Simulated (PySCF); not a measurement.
## Static response to an electric field

C₅H₁₂N (charge +1).
Atom-mapped SMILES: `[CH3:1][CH2:2][CH:3]1[CH2:4][NH2+:5][CH2:6]1` (hydrogens: H7, H8, H9 on C1; H10, H11 on C2; H12 on C3; H13, H14 on C4; H15, H16 on N5; H17, H18 on C6)

Cartesian coordinates in Å at the PBE0-D3(BJ)/def2-SVP level; atoms count from 1:
```
atom  x, y, z in Å
C1     2.197   -0.629    0.109
C2     1.134    0.044   -0.744
C3    -0.056    0.511    0.070
C4    -0.964   -0.563    0.699
N5    -2.185    0.202    0.230
C6    -1.297    1.029   -0.677
H7     1.811   -1.530    0.613
H8     2.581    0.051    0.885
H9     3.051   -0.944   -0.507
H10    0.783   -0.644   -1.533
H11    1.563    0.916   -1.265
H12    0.268    1.236    0.834
H13   -0.929   -1.530    0.180
H14   -0.954   -0.720    1.785
H15   -2.614    0.759    0.977
H16   -2.936   -0.340   -0.214
H17   -1.540    2.098   -0.649
H18   -1.385    0.650   -1.705
```

Level: CAM-B3LYP/def2-SVPD (PySCF), static field, nuclei fixed, core orbitals frozen in the response. The polarisability tensor in these axes (au):

```
x   69.39 -2.86 -0.46
y   -2.86 57.82 -2.61
z   -0.46 -2.61 57.67
```

Diagonalise the tensor; give its mean and Δα, where Δα² is half the sum of the squared differences of the eigenvalues.

Principal values 54.76, 60.07 and 70.06 au; mean 61.63 au = 9.13 Å³ = 10.16 × 10⁻⁴⁰ C²·m²/J; Δα = 13.46 au (22 % of the mean).

What are the principal values of the traceless quadrupole moment, Θ = ½Σq(3rr − r²1), about the centre of nuclear charge?

-8.82, -7.55, 16.37 D·Å. The values depend on the origin, since the species is charged. The electronic extent ⟨r²⟩ about the same centre is 696 bohr², a root-mean-square distance of 2.01 Å for the 48 electrons.

Directions of the eigenvectors, and the extent of the frame along each?

Largest value along (0.97, -0.23, 0.01), where the nuclei span 5.96 Å; middle along (-0.16, -0.65, 0.74), 3.74 Å; least along (0.16, 0.72, 0.67), 2.87 Å. The response follows the extents in order.

What depolarisation ratio follows for Rayleigh scattering of linearly polarised light, taking the static tensor?

ρ = 3Δα²/(45ᾱ² + 4Δα²) = 543.5/(170909 + 724.6) = 0.00317.

Form Σ f/ω² (atomic units) for the 10 lowest TDDFT singlets, given as eV and f, and set it beside the mean polarisability, which is this sum over all singlets: 8.42, 0.0090; 8.61, 0.0107; 8.72, 0.0059; 9.21, 0.0039; 9.36, 0.0108; 9.43, 0.0170; 9.45, 0.0068; 9.58, 0.0222; 9.61, 0.0065; 9.66, 0.0429.

They add up to 1.15 au, 1.9 % of the 61.63 au; the largest single term is 0.34 au, from the state at 9.66 eV. Terms in order: 0.09, 0.11, 0.06, 0.03, 0.09, 0.14, 0.06, 0.18, 0.05, 0.34 au. Higher excitations give the rest. The strengths listed sum to 0.136.

The structure is a single PBE0-D3(BJ)/def2-SVP conformer in the gas phase; no vibrational or solvent corrections.
